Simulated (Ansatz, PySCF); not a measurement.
Energy landscape of H6 (cation, charge +1), lowest doublet found (which spin is the ground state isn't settled by this scan): linear chain of 6 equally spaced H atoms, symmetric stretch. Scanned: H-H spacing.

Computed with: UKS-BP86/6-31G* = unrestricted BP86/6-31G*, spherical d run with PySCF; UKS-B3LYP/LANL2DZ = PySCF with unrestricted B3LYP/LANL2DZ; UHF/STO-3G = unrestricted Hartree-Fock/STO-3G (PySCF); FCI/cc-pVTZ = full CI/cc-pVTZ, frozen core run with Ansatz (a quantum-chemistry and plane-wave program).

Energies relative to the lowest point of each profile, in mEh; the last columns give the difference from FCI:

| r / Å | UKS-BP86/6-31G* | UKS-B3LYP/LANL2DZ | UHF/STO-3G | FCI/cc-pVTZ | UKS-BP86/6-31G* − FCI/cc-pVTZ | UKS-B3LYP/LANL2DZ − FCI/cc-pVTZ | UHF/STO-3G − FCI/cc-pVTZ |
|---|---|---|---|---|---|---|---|
| 0.63 | 228.7 | 224.5 | 304.3 | 216.4 | 12.3 | 8.1 | 87.9 |
| 0.70 | 108.8 | 105.5 | 145.4 | 100.4 | 8.3 | 5.1 | 45.0 |
| 0.77 | 42.1 | 39.8 | 55.8 | 36.9 | 5.2 | 2.9 | 18.9 |
| 0.84 | 9.6 | 8.5 | 12.2 | 7.3 | 2.3 | 1.2 | 4.9 |
| 0.90 | 0.0 | 0.0 | 0.0 | 0.0 | 0.0 | 0.0 | 0.0 |
| 0.96 | 1.8 | 3.0 | 4.1 | 4.0 | -2.2 | -1.1 | 0.1 |
| 1.03 | 13.7 | 16.3 | 23.4 | 18.5 | -4.7 | -2.1 | 5.0 |
| 1.12 | 38.9 | 43.4 | 63.4 | 46.7 | -7.8 | -3.3 | 16.7 |
| 1.23 | 77.6 | 84.6 | 124.8 | 89.2 | -11.7 | -4.7 | 35.6 |
| 1.35 | 123.5 | 133.1 | 196.4 | 139.5 | -16.0 | -6.4 | 56.9 |
| 1.53 | 191.2 | 204.4 | 294.6 | 213.4 | -22.2 | -9.0 | 81.1 |
| 1.71 | 252.3 | 268.2 | 369.0 | 279.6 | -27.3 | -11.3 | 89.4 |
| 1.98 | 326.5 | 344.6 | 437.2 | 358.4 | -32.0 | -13.8 | 78.8 |
| 2.25 | — | — | — | 413.2 | — | — | — |
| 2.61 | — | — | — | 457.5 | — | — | — |
| 3.06 | — | — | — | 485.5 | — | — | — |

UKS-BP86/6-31G* is furthest from FCI/cc-pVTZ at 1.98 (-32.0 mEh, below); its mean absolute difference over the points is 11.7 mEh.

UKS-B3LYP/LANL2DZ is furthest from FCI/cc-pVTZ at 1.98 (-13.8 mEh, below); its mean absolute difference over the points is 5.3 mEh.

UHF/STO-3G is furthest from FCI/cc-pVTZ at 1.71 (89.4 mEh, above); its mean absolute difference over the points is 40.0 mEh.

A dash means that the run gave no value there, or that the column was ended at a point which the program doubted or which failed a test of continuity chosen for this set; such a test can also cut sound points.
